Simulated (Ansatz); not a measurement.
# diamond against fcc along the alkaline-earth metals

Method: DFT, r2SCAN, plane waves (500 eV) with PAW, scalar-relativistic in Ansatz 0.2.0. (PAW data from PBE, frozen cores regenerated.)

Each structure is relaxed within its symmetry, in the lowest magnetic state of the tried starts. Differences under about 8 meV lie within the error of the k-point mesh.

```tsv
element	E(diamond) − E(fcc) (meV/atom)	V(diamond) (Å³/atom)	V(fcc) (Å³/atom)	state of diamond	state of fcc
Be	?	?	?	?	?
Mg	867	40.41	22.71	spin not included	spin not included
Ca	1139	81.14	43.13	spin not included	spin not included
Sr	1039	112.94	56.86	spin not included	spin not included
Ba	823	54.53	66.97	spin not included	spin not included
```

**Question.** Fill in the row of Be.

**Answer.** E(diamond) − E(fcc) (meV/atom): 1630; V(diamond) (Å³/atom): 15.00; V(fcc) (Å³/atom): 7.88; state of diamond: spin not included; state of fcc: spin not included.
